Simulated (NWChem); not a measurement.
## Atomisation of disulfur (S$_{2}$)

```
S
S 1 1.9039
```
Charge 0, spin multiplicity 3.

The numbers come from NWChem runs, not from measurements. All single points use one geometry, from UPBE0/def2-SVP, a minimum by its harmonic frequencies.

Basis set: def2-TZVP. The atomisation energy is electronic alone: no zero-point, thermal, spin-orbit or counterpoise terms. No value is extrapolated to the basis-set limit. Free atoms are single determinants with multiplicities S 3. Correlated methods freeze the same cores in atoms and molecule, 10 orbitals in all.

B3LYP has NWChem's definition, with VWN1-RPA local correlation. The unpaired electrons of the parent sit in orbitals of symmetry b2g and b3g (D2h labels of the run); other states weren't searched. No SCF solution was tested for a lower state. Open-shell Hartree-Fock references start from PBE0 orbitals. Coupled-cluster values serve here as a point of comparison, not as the truth.

**Question.** For the atomisation energy, PBE gives 115.2 kcal/mol and CCSD(T) gives 95.0 kcal/mol. What do HF, B3LYP, MP2 give?

**Answer.** HF: 50.7 kcal/mol; B3LYP: 103.1 kcal/mol; MP2: 100.4 kcal/mol.
